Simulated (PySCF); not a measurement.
Structure problem from calculated spectra and properties.

Elements present: C, Cl, H and N. Monoisotopic mass: 89.0032 u.

- Rotational structure: rotational constants A, B, C: 6.022, 3.068, 2.162 GHz [PBE0-D3(BJ)/def2-TZVP]
- Dipole: 3.68 D [B97-2/pcSseg-2]
- 13C NMR: chemical shifts (computed TMS as zero) by class: 124.1 (1 C), 45.7 (1 C), 26.5 (1 C) ppm [GIAO B97-2/pcSseg-2]
- 1H NMR: chemical shifts (computed TMS as zero) by class: 4.45 (1 H), 1.68 (3 H) ppm [GIAO B97-2/pcSseg-2]
- NMR, other nuclei: isotropic shieldings of nuclei other than C and H, by class: -36 (1 N), 736 (1 Cl) ppm [GIAO B97-2/pcSseg-2]

Gas-phase values; electronic properties from PySCF, density fitting. Levels stand in brackets. Isolated species at its PBE0-D3(BJ)/def2-TZVP geometry, gas phase. NMR values are class means; diastereotopic atoms form classes of their own.

Q: Which formula fits the mass and the elements?

A: C3H4ClN (calculated 89.0032). No other formula that holds each of these elements comes within 0.0003 u with a fitting electron parity and a possible valence count.

Q: What is the compound? Reason from the data.

A: Numbering: `[CH3:1][C@@H:2]([Cl:3])[C:4]#[N:5]`. Its formula, C3H4ClN, gives 2 degrees of unsaturation: 0 rings and 2 π bonds in the structure found. 3 carbons fall into 3 classes; from least to most shielded: nitrile carbon [C4] (124.1 ppm), sp3 C–Cl carbon [C2] (45.7 ppm), methyl carbon [C1] (26.5 ppm). Hydrogen classes from least to most shielded: 1 H on an sp3 C–Cl carbon, C2 (4.45 ppm), 3 H on a methyl carbon, C1 (1.68 ppm). The other shieldings belong to: -36 ppm, nitrile nitrogen [N5]; 736 ppm, alkyl chlorine [Cl3]. The optimised geometry has point group C1 and is an asymmetric top. Structure: 2-chloropropionitrile (`C[C@@H](Cl)C#N`). Computed isomers that give other values at the same levels: `N#CCCCl` (rotational constant A: 27.383 GHz; this holds for the one conformer computed). The assignments are read from this structure; whether some other isomer fits the data as well wasn't checked. The mirror image fits equally.
